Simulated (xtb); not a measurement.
S$_{2}$, charge +1, doublet, geometry from GFN2-xTB of the parent state (a state made from the parent by changing its charge; the spin is typed, not shown lowest); GFN2-xTB (xtb).

The xtb input:
```
$ xtb mol.xyz --gfn 2 --chrg 1 --uhf 1 --json

# file mol.xyz
2

S     -0.00000000    -0.00000000    -0.95002097
S      0.00000000     0.00000000     0.95002097
```

It wrote (shortened):

```
   ID    Z sym.   atoms
    1   16 S      1, 2

           -------------------------------------------------
          |                Calculation Setup                |
           -------------------------------------------------

           -------------------------------------------------
          |                 G F N 2 - x T B                 |
           -------------------------------------------------

          ...................................................
          :                      SETUP                      :
          :.................................................:
          :  # basis functions                  20          :
          :  # atomic orbitals                  18          :
          :  # shells                            6          :
          :  # electrons                        11          :
          :  max. iterations                   250          :
          :  Hamiltonian                  GFN2-xTB          :
          :  restarted?                      false          :
          :  GBSA solvation                  false          :
          :  PC potential                    false          :
          :  electronic temp.          300.0000000     K    :
          :  accuracy                    1.0000000          :
          :  -> integral cutoff          0.2500000E+02      :
          :  -> integral neglect         0.1000000E-07      :
          :  -> SCF convergence          0.1000000E-05 Eh   :
          :  -> wf. convergence          0.1000000E-03 e    :
          :  Broyden damping             0.4000000          :
          :  net charge                          1          :
          :  unpaired electrons                  1          :
          ...................................................

 iter      E             dE          RMSdq      gap      omega  full diag
   1     -5.9960075 -0.599601E+01  0.332E+00    0.00       0.0  T
   2     -5.9961686 -0.161153E-03  0.169E+00    0.00       1.0  T
   3     -5.9962036 -0.349431E-04  0.367E-01    0.00       1.0  T
   4     -5.9962043 -0.697028E-06  0.185E-02    0.00       3.8  T
   5     -5.9962043 -0.254074E-08  0.723E-03    0.00       9.8  T
   6     -5.9962043 -0.431247E-09  0.877E-05    0.00     806.6  T
   7     -5.9962043 -0.408562E-13  0.316E-05    0.00    2240.2  T

   *** convergence criteria satisfied after 7 iterations ***

         :::::::::::::::::::::::::::::::::::::::::::::::::::::
         ::                     SUMMARY                     ::
         :::::::::::::::::::::::::::::::::::::::::::::::::::::
         :: total energy              -5.980061390894 Eh    ::
         :: gradient norm              0.046162299502 Eh/a0 ::
         :: HOMO-LUMO gap              0.000000000002 eV    ::
         ::.................................................::
         :: SCC energy                -5.996204257513 Eh    ::
         :: -> isotropic ES            0.126535689266 Eh    ::
         :: -> anisotropic ES         -0.000197615932 Eh    ::
         :: -> anisotropic XC          0.000240718201 Eh    ::
         :: -> dispersion             -0.000802191487 Eh    ::
         :: repulsion energy           0.016142866620 Eh    ::
         :: add. restraining           0.000000000000 Eh    ::
         :: total charge               1.000000000000 e     ::
         :::::::::::::::::::::::::::::::::::::::::::::::::::::

           -------------------------------------------------
          |                Property Printout                |
           -------------------------------------------------

    * Orbital Energies and Occupations

         #    Occupation            Energy/Eh            Energy/eV
      -------------------------------------------------------------
         1        2.0000           -1.0157460             -27.6399
         2        2.0000           -0.9867849             -26.8518
         3        2.0000           -0.7374189             -20.0662
         4        2.0000           -0.7091534             -19.2970
         5        2.0000           -0.7091534             -19.2970
         6        0.5000           -0.6168622             -16.7857 (HOMO)
         7        0.5000           -0.6168622             -16.7857 (LUMO)
         8                         -0.4664683             -12.6932
         9                         -0.2697871              -7.3413
        10                         -0.2697871              -7.3413
        11                         -0.2546807              -6.9302
        12                         -0.2546807              -6.9302
        13                         -0.2506820              -6.8214
        14                         -0.2506820              -6.8214
        15                         -0.2164375              -5.8896
        16                         -0.1598413              -4.3495
        17                         -0.1598413              -4.3495
        18                          0.4823933              13.1266
      -------------------------------------------------------------
                  HL-Gap            0.0000000 Eh            0.0000 eV
             Fermi-level           -0.6399350 Eh          -17.4135 eV

     #   Z          covCN         q      C6AA      α(0)
     1  16 S        0.980     0.500   120.644    18.578
     2  16 S        0.980     0.500   120.644    18.578

 Mol. C6AA /au·bohr⁶  :        482.574971
 Mol. C8AA /au·bohr⁸  :      23641.926908
 Mol. α(0) /au        :         37.155264

Wiberg/Mayer (AO) data.
largest (>0.10) Wiberg bond orders for each atom

 ---------------------------------------------------------------------------
     #   Z sym  total        # sym  WBO       # sym  WBO       # sym  WBO
 ---------------------------------------------------------------------------
     1  16 S    2.325 --     2 S    2.325
     2  16 S    2.325 --     1 S    2.325
 ---------------------------------------------------------------------------

Topologies differ in total number of bonds
Writing topology from bond orders to xtbtopo.mol

molecular dipole:
                 x           y           z       tot (Debye)
 q only:        0.000       0.000      -0.000
   full:       -0.000      -0.000      -0.000       0.000
molecular quadrupole (traceless):
                xx          xy          yy          xz          yz          zz
 q only:       -1.612       0.000      -1.612       0.000       0.000       3.223
  q+dip:       -1.506       0.000      -1.506      -0.000       0.000       3.012
   full:       -1.371       0.000      -1.371      -0.000       0.000       2.742

           -------------------------------------------------
          | TOTAL ENERGY               -5.980061390894 Eh   |
          | GRADIENT NORM               0.046162299502 Eh/α |
          | HOMO-LUMO GAP               0.000000000002 eV   |
           -------------------------------------------------

normal termination of xtb
```
